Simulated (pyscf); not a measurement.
H₃C–CH₂–O–B(OH)–OH (SMILES CCOB(O)O) → HO–B(OH)–OH (SMILES OB(O)O) + H₂C=CH₂ (SMILES C=C) (elimination; singlet surface; C–O, C–H broken, H–O formed). Optimised with ωB97X-D3(BJ)/def2-SVP in PySCF. Energies in kcal/mol from the reactant's lowest minimum found.

```json
[
 {"level": "ωB97X-D3(BJ)/def2-TZVP", "barrier": "75.1", "reaction energy": "+19.8"},
 {"level": "r²SCAN/def2-TZVP", "barrier": "67.9", "reaction energy": "+18.4"},
 {"level": "B3LYP-D3(BJ)/def2-TZVP", "barrier": "…", "reaction energy": "…"},
 {"level": "PBE0-D3(BJ)/def2-TZVP", "barrier": "…", "reaction energy": "+20.3"},
 {"level": "M06-2X/def2-TZVP", "barrier": "75.5", "reaction energy": "+18.6"},
 {"level": "ωB97M-D3(BJ)/def2-TZVP", "barrier": "72.1", "reaction energy": "+16.8"}
]
```

**Question.** Fill in the missing entries.

**Answer.** 
- B3LYP-D3(BJ)/def2-TZVP, barrier: 69.4
- B3LYP-D3(BJ)/def2-TZVP, reaction energy: +16.1
- PBE0-D3(BJ)/def2-TZVP, barrier: 71.5

The functionals in the table span 7.6 kcal/mol in this barrier, from r²SCAN to M06-2X. On the reactant side the descent ends in a point that may be a rotor saddle (no frequency run), 3.9 kcal/mol over the lowest minimum found and 71.2 kcal/mol under the saddle at ωB97X-D3(BJ)/def2-TZVP. On the product side the descent ends in a complex (not fully relaxed), 4.4 kcal/mol under the separated species and 59.7 kcal/mol under the saddle at ωB97X-D3(BJ)/def2-TZVP. This is the saddle that the search found; another between the same sides may lie lower.
